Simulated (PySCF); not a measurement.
Functional dependence of a UV spectrum

Compound: N₂.
Atom-mapped SMILES: `[N:1]#[N:2]`

Linear-response calculations in the def2-SVPD basis (PySCF; singlets by full response, triplets Tamm–Dancoff, core orbitals frozen in the response; HF means time-dependent Hartree–Fock). 'Strongest' is the level of largest summed f among the singlets computed (10 roots, of which the last may lack a degenerate partner); it can jump between rows when another state enters that window. S1 is the lowest singlet of each run and needn't be the same state throughout; f(S1) is that of one state. Geometry: PBE0-D3(BJ)/def2-SVP; no solvent, vibrations or thermal averaging.

```json
{"functional": "LDA", "kind": "LDA", "S1 (eV)": "9.14", "f(S1)": "0.000", "strongest (eV)": "14.22", "T1 (eV)": "7.62", "HOMO (eV)": "-10.35", "gap (eV)": "8.21", "ionisation energy, ΔSCF (eV)": "15.65"}
{"functional": "PBE", "kind": "GGA", "S1 (eV)": "9.20", "f(S1)": "0.000", "strongest (eV)": "14.19", "T1 (eV)": "7.50", "HOMO (eV)": "-10.21", "gap (eV)": "8.34", "ionisation energy, ΔSCF (eV)": "15.42"}
{"functional": "B3LYP", "kind": "global hybrid, 20% exact exchange", "S1 (eV)": "9.34", "f(S1)": "0.000", "strongest (eV)": "14.39", "T1 (eV)": "7.58", "HOMO (eV)": "-11.91", "gap (eV)": "11.03", "ionisation energy, ΔSCF (eV)": "15.88"}
{"functional": "PBE0", "kind": "global hybrid, 25% exact exchange", "S1 (eV)": "9.39", "f(S1)": "0.000", "strongest (eV)": "14.57", "T1 (eV)": "7.53", "HOMO (eV)": "-12.19", "gap (eV)": "11.66", "ionisation energy, ΔSCF (eV)": "15.82"}
{"functional": "BHandHLYP", "kind": "global hybrid, 50% exact exchange", "S1 (eV)": "8.92", "f(S1)": "0.000", "strongest (eV)": "14.61", "T1 (eV)": "7.18", "HOMO (eV)": "-14.15", "gap (eV)": "15.01", "ionisation energy, ΔSCF (eV)": "16.16"}
{"functional": "CAM-B3LYP", "kind": "range-separated hybrid", "S1 (eV)": "9.27", "f(S1)": "0.000", "strongest (eV)": "14.41", "T1 (eV)": "7.51", "HOMO (eV)": "-13.83", "gap (eV)": "14.59", "ionisation energy, ΔSCF (eV)": "16.06"}
{"functional": "wB97X-D", "kind": "range-separated hybrid", "S1 (eV)": "9.36", "f(S1)": "0.000", "strongest (eV)": "14.42", "T1 (eV)": "7.67", "HOMO (eV)": "-14.27", "gap (eV)": "15.69", "ionisation energy, ΔSCF (eV)": "15.95"}
{"functional": "LC-wPBE", "kind": "range-separated hybrid", "S1 (eV)": "9.37", "f(S1)": "0.000", "strongest (eV)": "14.57", "T1 (eV)": "7.53", "HOMO (eV)": "-15.26", "gap (eV)": "17.42", "ionisation energy, ΔSCF (eV)": "16.11"}
{"functional": "HF", "kind": "Hartree–Fock", "S1 (eV)": "7.97", "f(S1)": "0.000", "strongest (eV)": "14.71", "T1 (eV)": "6.25", "HOMO (eV)": "-16.84", "gap (eV)": "21.07", "ionisation energy, ΔSCF (eV)": "not settled"}
```

S1 runs from 7.97 eV (HF) to 9.39 eV (PBE0), a spread of 1.42 eV, while the orbital gap spreads over 12.9 eV. −ε(HOMO) comes closest to its own ΔSCF ionisation energy with LC-wPBE (-0.85 eV) and misses most with LDA (-5.30 eV). The lowest singlet of a reference set is 1Πg(n→π*) at 9.34 eV (computed, theoretical best estimate (aug-cc-pVTZ, frozen core, CC3 geometry), gas; Veril, Scemama, Caffarel, Lipparini, Boggio-Pasqua, Jacquemin, Loos, WIREs Comput. Mol. Sci. 2021, 11, e1517 (QUESTDB)). The lowest computed singlet differs from it by B3LYP 0.00, wB97X-D +0.02, LC-wPBE +0.03, PBE0 +0.05, CAM-B3LYP -0.07, PBE -0.14, LDA -0.20, BHandHLYP -0.42, HF -1.37 eV; geometry and basis of the reference needn't be the same. The lowest triplet of a reference set is 3Σu+(π→π*) at 7.70 eV (computed, theoretical best estimate (aug-cc-pVTZ, frozen core, CC3 geometry), gas; Veril, Scemama, Caffarel, Lipparini, Boggio-Pasqua, Jacquemin, Loos, WIREs Comput. Mol. Sci. 2021, 11, e1517 (QUESTDB)). The lowest computed triplet differs from it by wB97X-D -0.03, LDA -0.08, B3LYP -0.12, PBE0 -0.17, LC-wPBE -0.17, CAM-B3LYP -0.19, PBE -0.20, BHandHLYP -0.52, HF -1.45 eV; geometry and basis of the reference needn't be the same. 'Not settled' means that the ion's SCF failed to converge or may have ended in another state than the lowest.
